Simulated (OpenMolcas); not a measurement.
**AlH2Cl (SMILES [AlH2][Cl]): a chain of runs**

Aim: a single-point energy (UHF/STO-3G), then a single-point energy (CASSCF(2,2)/STO-3G), then a single-point energy (CASPT2(2,2)/STO-3G), then a single-point energy (SC-NEVPT2(2,2)/STO-3G), then the energy (MRCI(2,2)/STO-3G) of AlH2Cl. 

The results are computed with OpenMolcas 26.06.

2 further runs of the same task are left out: 2 that didn't finish.

## 1. The molecule

AlH2Cl: 4 atoms, total charge 0, spin state singlet. SMILES: `[AlH2][Cl]`. The Al1–Cl2 distance was set to 5.034 Å, away from the relaxed value. At this shape a bond of the SMILES string is far longer than usual.

Bond lengths: Al1–H3 1.537 Å, Al1–H4 1.537 Å. Angles: H3–Al1–H4 116.2°.

## 2. The energy at UHF/STO-3G (run 1)

Input file step1.input:

```
&gateway
  baslib = $CurrDir
  coord
  4
  angstrom
  Al      -2.026504       0.212877      -2.359347
  Cl       1.246110      -0.130950       1.450370
  H       -3.276284      -0.678953      -2.440047
  H       -1.834034       1.215917      -3.508487
  basis = STO-3G
  group = NoSym

&seward

&scf
  uhf
  scramble = 0.25
  prorbitals = 1 1
```

The basis set STO-3G is read from a file made from the Basis Set Exchange's data (not shown).

The run is started by

```sh
$ export MOLCAS_MEM=1860
$ pymolcas step1.input > step1.log
```

What it wrote (excerpt; [...] marks lines left out):

```text
--- Start Module: gateway ---
[...]
--- Stop Module: gateway /rc=_RC_ALL_IS_WELL_ ---
--- Start Module: seward ---
[...]
      Basis functions           20
--- Stop Module: seward /rc=_RC_ALL_IS_WELL_ ---
--- Start Module: scf ---
[...]
       Convergence after  32 Iterations
[...]
::    Total SCF energy                               -694.6203232274
[...]
      Total spin, S                                     0.6192391732
[...]
      Total electronic charge=   32.000000
      Total            charge=   -0.000000
[...]
      Dipole Moment (debye):
      Origin of the operator (angstrom)=   -0.2541    0.0267   -0.2960
                   X=  1.1204E+00               Y= -1.1822E-01               Z=  1.3027E+00           Total=  1.7223E+00
      Quadrupole Moment (debye*angstrom):
[...]
--- Stop Module: scf /rc=_RC_ALL_IS_WELL_ ---
[...]
```

Wall time 2.1 s (1 thread of Arm Neoverse V1, shared host); peak memory 0.37 GiB.

## 3. A single-point energy at CASSCF(2,2)/STO-3G (run 2)

Input file step2.input:

```
* AlClH2 CASSCF
>>> EXPORT MOLCAS_PRINT=2

&GATEWAY
  BasLib=$CurrDir
  Coord
  4
  angstrom
  Al      -2.026504       0.212877      -2.359347
  Cl       1.246110      -0.130950       1.450370
  H       -3.276284      -0.678953      -2.440047
  H       -1.834034       1.215917      -3.508487
  Basis=STO-3G
  Group=NoSym

&SEWARD

&RASSCF
  FileOrb=$CurrDir/step1.UnaOrb
  Spin=1
  Nactel=2 0 0
  Inactive=15
  Ras2=2
  OrbListing=Nothing
  OrbAppear=Compact
```

The basis set STO-3G is read from a file made from the Basis Set Exchange's data (not shown).

The run is started by

```sh
$ export MOLCAS_MEM=1860
$ pymolcas step2.input > step2.log
```

What it wrote (excerpt; [...] marks lines left out):

```text
--- Start Module: gateway ---
[...]
--- Stop Module: gateway /rc=_RC_ALL_IS_WELL_ ---
--- Start Module: seward ---
[...]
      Basis functions           20
--- Stop Module: seward /rc=_RC_ALL_IS_WELL_ ---
--- Start Module: rasscf ---
[...]
      Number of active orbitals                  2
[...]
      Spin quantum number                      0.0
[...]
      Active orbitals                            2
[...]
      Number of CSFs                             3
[...]
      Number of root(s) required                 1
[...]
      Convergence after  7 iterations
[...]
      printout of CI-coefficients larger than  0.05 for root  1
      energy=    -694.619735
      conf/sym  11     Coeff  Weight
             1  20  -0.70716 0.50008
             3  02   0.70705 0.49992
      Natural orbitals and occupation numbers for root  1
      sym 1:   1.000151   0.999849
      ************************************************************************************************************************
      *                                                    Final results                                                     *
[...]
::    RASSCF root number  1 Total energy:   -694.61973483
[...]
      Total electronic charge=   32.000000
      Total            charge=   -0.000000
[...]
      Dipole Moment (debye):
      Origin of the operator (angstrom)=   -0.2541    0.0267   -0.2960
                   X=  1.1283E+00               Y= -1.1868E-01               Z=  1.3126E+00           Total=  1.7349E+00
      Quadrupole Moment (debye*angstrom):
[...]
--- Stop Module: rasscf /rc=_RC_ALL_IS_WELL_ ---
[...]
```

Run time: 1.6 s. Hardware: 1 thread of Arm Neoverse V1, shared host; peak memory 0.37 GiB.

## 4. A single-point energy at CASPT2(2,2)/STO-3G (run 3)

Input file step3.input:

```
* AlClH2 CASPT2

&GATEWAY
 BASLIB
 $CurrDir
 COORD
 4
 angstrom
 Al      -2.026504       0.212877      -2.359347
 Cl       1.246110      -0.130950       1.450370
 H       -3.276284      -0.678953      -2.440047
 H       -1.834034       1.215917      -3.508487
 BASIS
 STO-3G
 GROUP
 NoSym

&SEWARD

&RASSCF
 FILEORB
 $CurrDir/step2.RasOrb
 SPIN
 1
 NACTEL
 2 0 0
 INACTIVE
 15
 RAS2
 2
 ORBLISTING
 Nothing
 ORBAPPEAR
 Compact

&CASPT2
 IMAGINARY
 0.1
 FROZEN
 10
```

The basis set STO-3G is read from a file made from the Basis Set Exchange's data (not shown).

The run is started by

```sh
$ export MOLCAS_MEM=1860
$ pymolcas step3.input > step3.log
```

What it wrote (excerpt; [...] marks lines left out):

```text
--- Start Module: gateway ---
[...]
--- Stop Module: gateway /rc=_RC_ALL_IS_WELL_ ---
[...]
      Basis functions           20
[...]
--- Start Module: rasscf ---
[...]
      Number of active orbitals                  2
[...]
      Spin quantum number                      0.0
[...]
      Active orbitals                            2
[...]
      Number of CSFs                             3
[...]
      Number of root(s) required                 1
[...]
      Convergence after  4 iterations
[...]
      printout of CI-coefficients larger than  0.05 for root  1
      energy=    -694.619735
      conf/sym  11     Coeff  Weight
             1  20  -0.70716 0.50008
             3  02   0.70705 0.49992
      Natural orbitals and occupation numbers for root  1
      sym 1:   1.000151   0.999849
      ************************************************************************************************************************
      *                                                    Final results                                                     *
[...]
::    RASSCF root number  1 Total energy:   -694.61973484
[...]
      Total electronic charge=   32.000000
      Total            charge=   -0.000000
[...]
      Dipole Moment (debye):
      Origin of the operator (angstrom)=   -0.2541    0.0267   -0.2960
                   X=  1.1282E+00               Y= -1.1869E-01               Z=  1.3125E+00           Total=  1.7348E+00
      Quadrupole Moment (debye*angstrom):
[...]
--- Stop Module: rasscf /rc=_RC_ALL_IS_WELL_ ---
--- Start Module: caspt2 ---
[...]
 ###    WARNING: User changed nr of frozen orbitals.                         ###
 ###############################################################################
[...]
      E2 (Variational):          -0.0232536136
      Total energy:            -694.6429884524
[...]
      Reference weight:           0.98751
[...]
::    CASPT2 Root  1     Total energy:   -694.64298845
[...]
--- Stop Module: caspt2 /rc=_RC_ALL_IS_WELL_ ---
[...]
```

It took 1.6 s on 1 thread of Arm Neoverse V1, shared host; peak memory 0.37 GiB.

## 5. The energy at SC-NEVPT2(2,2)/STO-3G (run 4)

Input file step4.inp:

```
>>> EXPORT MOLCAS_PRINT=2

&GATEWAY
 BasLib=$CurrDir
 Coord
 4
 angstrom
 Al      -2.026504       0.212877      -2.359347
 Cl       1.246110      -0.130950       1.450370
 H       -3.276284      -0.678953      -2.440047
 H       -1.834034       1.215917      -3.508487
 Basis=STO-3G
 Group=NoSym

&SEWARD

&RASSCF
 FileOrb=$CurrDir/step2.RasOrb
 Spin=1
 Nactel=2 0 0
 Inactive=15
 Ras2=2
 OrbListing=Nothing
 OrbAppear=Compact

&CASPT2
 SC-NEVPT2
 Frozen=10
```

The basis set STO-3G is read from a file made from the Basis Set Exchange's data (not shown).

The run is started by

```sh
$ export MOLCAS_MEM=1860
$ pymolcas step4.inp > step4.log
```

What it wrote (excerpt; [...] marks lines left out):

```text
--- Start Module: gateway ---
[...]
--- Stop Module: gateway /rc=_RC_ALL_IS_WELL_ ---
[...]
      Basis functions           20
[...]
--- Start Module: rasscf ---
[...]
      Number of active orbitals                  2
[...]
      Spin quantum number                      0.0
[...]
      Active orbitals                            2
[...]
      Number of CSFs                             3
[...]
      Number of root(s) required                 1
[...]
      Convergence after  4 iterations
[...]
      printout of CI-coefficients larger than  0.05 for root  1
      energy=    -694.619735
      conf/sym  11     Coeff  Weight
             1  20  -0.70716 0.50008
             3  02   0.70705 0.49992
      Natural orbitals and occupation numbers for root  1
      sym 1:   1.000151   0.999849
      ************************************************************************************************************************
      *                                                    Final results                                                     *
[...]
::    RASSCF root number  1 Total energy:   -694.61973484
[...]
      Total electronic charge=   32.000000
      Total            charge=   -0.000000
[...]
      Dipole Moment (debye):
      Origin of the operator (angstrom)=   -0.2541    0.0267   -0.2960
                   X=  1.1282E+00               Y= -1.1869E-01               Z=  1.3125E+00           Total=  1.7348E+00
      Quadrupole Moment (debye*angstrom):
[...]
--- Stop Module: rasscf /rc=_RC_ALL_IS_WELL_ ---
--- Start Module: caspt2 ---
[...]
 ###    WARNING: User changed nr of frozen orbitals.                         ###
 ###############################################################################
[...]
      E2 (Variational):          -0.0227268092
[...]
      E2 (Variational):          -0.0227268100
      Total energy:            -694.6424616488
[...]
      Reference weight:           0.98801
[...]
::    SC-NEVPT2 Root  1     Total energy:   -694.64246165
[...]
--- Stop Module: caspt2 /rc=_RC_ALL_IS_WELL_ ---
[...]
```

Run time: 1.7 s. Hardware: 1 thread of Arm Neoverse V1, shared host; peak memory 0.37 GiB.

## 6. A single-point energy at MRCI(2,2)/STO-3G (run 5)

Input file step5.inp:

```
* AlClH2 MRCI
>>> EXPORT MOLCAS_PRINT=2
&GATEWAY
BasLib=$CurrDir
Coord
4
angstrom
Al      -2.026504       0.212877      -2.359347
Cl       1.246110      -0.130950       1.450370
H       -3.276284      -0.678953      -2.440047
H       -1.834034       1.215917      -3.508487
Basis=STO-3G
Group=NoSym
&SEWARD
&RASSCF
FileOrb=$CurrDir/step2.RasOrb
Spin=1
Nactel=2 0 0
Inactive=15
Ras2=2
OrbListing=Nothing
OrbAppear=Compact
&MOTRA
LumOrb
Frozen=10
&GUGA
Electrons=12
Spin=1
Inactive=5
Active=2
CIAll=1
&MRCI
SDCI
```

The basis set STO-3G is read from a file made from the Basis Set Exchange's data (not shown).

The run is started by

```sh
$ export MOLCAS_MEM=1860
$ pymolcas step5.inp > step5.log
```

What it wrote (excerpt; [...] marks lines left out):

```text
--- Start Module: gateway ---
[...]
--- Stop Module: gateway /rc=_RC_ALL_IS_WELL_ ---
[...]
      Basis functions           20
[...]
      Number of active orbitals                  2
[...]
      Spin quantum number                      0.0
[...]
      Active orbitals                            2
[...]
      Number of CSFs                             3
[...]
      Number of root(s) required                 1
[...]
      Convergence after  4 iterations
[...]
      printout of CI-coefficients larger than  0.05 for root  1
      energy=    -694.619735
      conf/sym  11     Coeff  Weight
             1  20  -0.70716 0.50008
             3  02   0.70705 0.49992
      Natural orbitals and occupation numbers for root  1
      sym 1:   1.000151   0.999849
      ************************************************************************************************************************
      *                                                    Final results                                                     *
[...]
::    RASSCF root number  1 Total energy:   -694.61973484
[...]
      Dipole Moment (debye):
      Origin of the operator (angstrom)=   -0.2541    0.0267   -0.2960
                   X=  1.1282E+00               Y= -1.1869E-01               Z=  1.3125E+00           Total=  1.7348E+00
      Quadrupole Moment (debye*angstrom):
[...]
      *** WARNING: Default frozen orbitals is overwritten by user input.
      *** Default values:   7
[...]
--- Start Module: guga ---
[...]
--- Stop Module: guga /rc=_RC_ALL_IS_WELL_ ---
--- Start Module: mrci ---
[...]
       (But an ACPF correction will be computed)
       USE THE DEFAULT ACPF G-VALUE GFAC=  0.16666666666666666
[...]
                      CI ENERGY:  -694.65516979
[...]
                ACPF CORRECTION:    -0.00093203
[...]
      Total electronic charge=   32.000000
      Total            charge=   -0.000000
[...]
     ACPF CORRECTION:     -0.00093203
[...]
  CI State   1     Total energy:   -694.65516979     QDav:     -0.00112436     QACPF:     -0.00093203
[...]
--- Stop Module: mrci /rc=_RC_ALL_IS_WELL_ ---
[...]
```

It took 1.8 s on 1 thread of Arm Neoverse V1, shared host; peak memory 0.37 GiB.

## 7. What came out

| quantity | value |
| --- | --- |
| run 1, UHF/STO-3G: total energy | -694.62032 Eh |
| run 1, UHF/STO-3G: dipole moment | 1.72 D |
| run 1, UHF/STO-3G: HOMO energy | -4.39 eV |
| run 1, UHF/STO-3G: LUMO energy | 1.50 eV |
| run 1, UHF/STO-3G: HOMO–LUMO gap | 5.90 eV |
| run 1, UHF/STO-3G: ⟨S²⟩ | 1.003 |
| run 2, CASSCF(2,2)/STO-3G: total energy | -694.61973 Eh |
| run 2, CASSCF(2,2)/STO-3G: dipole moment (CASSCF density) | 1.73 D |
| run 3, CASPT2(2,2)/STO-3G: total energy | -694.64299 Eh |
| run 3, CASPT2(2,2)/STO-3G: dipole moment (CASSCF density) | 1.73 D |
| run 4, SC-NEVPT2(2,2)/STO-3G: total energy | -694.64246 Eh |
| run 4, SC-NEVPT2(2,2)/STO-3G: dipole moment (CASSCF density) | 1.73 D |
| run 5, MRCI(2,2)/STO-3G: total energy | -694.65517 Eh |
| run 5, MRCI(2,2)/STO-3G: dipole moment (CASSCF density) | 1.73 D |

What this shows: ⟨S²⟩ (run 1, UHF/STO-3G) is 1.00 where a pure singlet has 0.00: the reference is spin-contaminated. Mulliken charges (run 1, UHF/STO-3G) run from -0.31 on H3 to +0.62 on Al1. Mulliken charges (run 2, CASSCF(2,2)/STO-3G) run from -0.31 on H3 to +0.62 on Al1. Mulliken charges (run 3, CASPT2(2,2)/STO-3G) of the CASSCF density run from -0.31 on H3 to +0.62 on Al1.
